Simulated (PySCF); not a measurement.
Geometry:
```csv
atom,x (Å),y (Å),z (Å)
O1,-0.096,1.070,0.433
N2,-0.578,0.147,0.004
Cl3,0.681,-1.260,-0.455
```

Geometry: PBE0-D3(BJ)/def2-TZVP; GIAO shifts from PySCF, gas phase, non-relativistic, averaged over equivalent atoms.

At B97-2/pcSseg-2 (115 basis functions, 2 s wall time on 1 thread of an Arm Neoverse V2, shared host):
```json
{"atoms": "O1", "δ (ppm)": "1093.2"}
{"atoms": "N2", "δ (ppm)": "697.2"}
{"atoms": "Cl3", "δ (ppm)": "1444.8"}
```

Scale: H2O for ¹⁷O (σ = 327.66 ppm); ¹⁵N (σ = 261.75 ppm) against NH3; HCl for ³⁵Cl (σ = 941.52 ppm) (reference shieldings calculated alike).

Q: Predict the values at wB97X-D/pcSseg-2 on the same geometry.

A: 
```csv
atoms,δ at wB97X-D/pcSseg-2,change
O1,1175.6,+82.4
N2,713.2,+16.0
Cl3,1459.7,+14.9
```

Chemical shifts δ = σref − σ; ¹⁷O (328.24 ppm) against H2O; ¹⁵N (262.16 ppm) vs NH3; HCl for ³⁵Cl (940.66 ppm), all at this level.

The largest change is at O1 (oxygen bonded to N). Cost: 115 basis functions, 2.7 s wall time on 1 thread of an Arm Neoverse V2, shared host.

Unscaled 17O shifts of doubly bonded oxygen tend to come out too high, by tens of ppm or more. Experimental scales use liquid or dissolved standards, which lie at an offset from isolated NH3 (liquid NH3: subtract about 20 ppm) and H2O (liquid H2O: subtract about 36 ppm). Unscaled 15N shifts of sp2 nitrogen come out 20 to 40 ppm too high even then.
